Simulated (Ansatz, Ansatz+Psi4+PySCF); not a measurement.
Two shapes of singlet SO₂.

Shape 1:

```xyz
3

S     0.0000    0.0000    0.3703
O     0.0000    1.2776   -0.3703
O     0.0000   -1.2776   -0.3703
```

Shape 2:

```xyz
3

S     0.0000    0.0000    0.3636
O     0.0000    1.2603   -0.3669
O     0.0000   -1.2603   -0.3669
```

Basis set: cc-pVTZ on O; cc-pV(T+d)Z on S (spherical functions). Left uncorrelated: 7 orbitals. Charge 0, multiplicity 1.

Computed with Ansatz (development build ahead of 0.2.0) and Psi4 1.11; each method stands on the lowest determinant of its kind that the runs found.

Which shape is lower in energy, and by how much in each method?

```
     method  E(2) − E(1) (eV)
        RHF            -0.211
    RHF-MP2            -0.044
RHF-CCSD(T)            -0.063
```

Shape 2 is lower. Caution: unrestricted orbitals would lower the determinant.
